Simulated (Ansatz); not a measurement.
The input, for Ansatz 0.2.0:

```yaml
crystal:
  periodic: [false, false, false]
  atoms:
    - {symbol: B, position_ang: [0.000000, 0.000000, 0.000000]}
    - {symbol: Al, position_ang: [0.000000, 0.000000, 6.936000]}
basis:
  gaussian: {orbitals: cc-pVDZ, occupation: {up: {"A1": 7, "B1": 1, "B2": 1}, down: {"A1": 7, "B1": 1, "B2": 1}}}
correlation: {method: fci, electrons: outside_noble_gas}
```

```sh
$ ansatz run in.yaml --threads 1 --pin off --events-out ev --progress --plain --max-ram 2393MiB
```

The program prints:

```
528 factors; integrals over basis functions are off by at most 1.2e-7 eV
mean field evaluation 1: about -7244.8546 eV, gradient 6.7e0 eV
mean field evaluation 2: about -7245.5169 eV, gradient 1.8e0 eV
mean field evaluation 4: about -7245.5470 eV, gradient 3.9e-2 eV
mean field evaluation 8: about -7245.5470 eV, gradient 1.7e-6 eV
mean field -7245.54700304 eV, -266.2689411536 hartree, gradient 1.7e-6 eV, S^2 0.000000; 0 other end points of the search recorded, 0 dependent functions left out; unrestricted orbitals would lower it
mean field evaluation 16: about -7249.1877 eV, gradient 7.4e-1 eV
mean field evaluation 32: about -7249.2108 eV, gradient 2.6e-3 eV
unrestricted determinant -7249.21082608 eV, -266.4035841670 hartree, S^2 1.0219
6 core orbitals not correlated: weight in the atoms' cores, before any rotation towards them, 1.000 or more for the frozen orbitals, at most 0.000 for the correlated occupied ones
reference -7245.54700304 eV, -266.2689411536 hartree; 3, 3 occupied and 23, 23 virtual orbitals, 528 factors
state -7252.14503897 eV, -266.5114145015 hartree
Total energy: -7252.14503897 eV, -266.5114145015 hartree
```

Ran on 1 thread of Arm Neoverse V1, shared host: 6 s wall, 0.3 GiB peak host memory.
